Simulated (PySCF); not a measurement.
Methyl isopropyl ketone, C₅H₁₀O.
Atom-mapped SMILES: `[CH3:1][C:2](=[O:3])[CH:4]([CH3:5])[CH3:6]` (hydrogens: H7, H8, H9 on C1; H10 on C4; H11, H12, H13 on C5; H14, H15, H16 on C6)

The same species was optimised twice, with GFN2-xTB and with PBE0-D3(BJ)/def2-SVP (PySCF), and the same property calculations (PySCF, gas phase) were run on both structures.

```csv
coordinate,GFN2-xTB,PBE0-D3(BJ)/def2-SVP,change
C4–C5 (Å),1.526,1.518,-0.008
C2=O3 (Å),1.204,1.208,+0.004
C1–C2 (Å),1.508,1.512,+0.004
C4–C6 (Å),1.533,1.531,-0.002
C2–C4 (Å),1.523,1.524,+0.001
C2–C4–C6 (°),107.5,111.0,+3.5
C1–C2–C4 (°),114.6,117.3,+2.7
C5–C4–C6 (°),110.5,112.3,+1.8
C1–C2–O3 (°),122.6,121.0,-1.6
O3–C2–C4 (°),122.7,121.7,-1.0
C2–C4–C5 (°),110.7,111.1,+0.4
C1–C2–C4–C5 (°),-149,-178,-29
```

Rotational constants: A = 4786, B = 2824, C = 2309 MHz (GFN2-xTB) against A = 4687, B = 3109, C = 2099 MHz (PBE0-D3(BJ)/def2-SVP). Point groups within 0.08 Å: C1 and C1.

On the GFN2-xTB structure: HOMO (eV) -7.10 [PBE0/pcSseg-1]; LUMO (eV) -0.26 [PBE0/pcSseg-1]; dipole (D) 2.83 [PBE0/pcSseg-1]; GIAO shielding of C1 (ppm) 155.4 [PBE0/pcSseg-1]; GIAO shielding of C2 (ppm) -30.2 [PBE0/pcSseg-1]; GIAO shielding of O3 (ppm) -316.5 [PBE0/pcSseg-1]; GIAO shielding of C4 (ppm) 143.0 [PBE0/pcSseg-1]; GIAO shielding of C5/C6 (mean) (ppm) 166.2 [PBE0/pcSseg-1].

Task: What do these properties become on the PBE0-D3(BJ)/def2-SVP structure?

Result: 
| property | level | on GFN2-xTB | on PBE0-D3(BJ)/def2-SVP | change |
| --- | --- | --- | --- | --- |
| HOMO (eV) | PBE0/pcSseg-1 | -7.10 | -7.11 | -0.01 |
| LUMO (eV) | PBE0/pcSseg-1 | -0.26 | -0.32 | -0.06 |
| dipole (D) | PBE0/pcSseg-1 | 2.83 | 2.88 | +0.05 |
| energy, GFN2-xTB geometry as zero (kcal/mol) | PBE0/pcSseg-1 | 0.0 | -0.5 | -0.5 |
| GIAO shielding of C1 (ppm) | PBE0/pcSseg-1 | 155.4 | 155.5 | +0.1 |
| GIAO shielding of C2 (ppm) | PBE0/pcSseg-1 | -30.2 | -29.2 | +1.0 |
| GIAO shielding of O3 (ppm) | PBE0/pcSseg-1 | -316.5 | -343.9 | -27.4 |
| GIAO shielding of C4 (ppm) | PBE0/pcSseg-1 | 143.0 | 140.0 | -3.0 |
| GIAO shielding of C5/C6 (mean) (ppm) | PBE0/pcSseg-1 | 166.2 | 165.2 | -1.0 |

The heavy atoms differ by 0.293 Å rms after alignment. Among the bonds compared C4–C5 changes most (-0.008 Å). Changes are differences of the printed values. Neither structure is proved a minimum here.

Conformer computed: `[CH3:1][C:2](=[O:3])[CH:4]([CH3:5])[CH3:6]`: C1–C2–C4–C5 -178°.
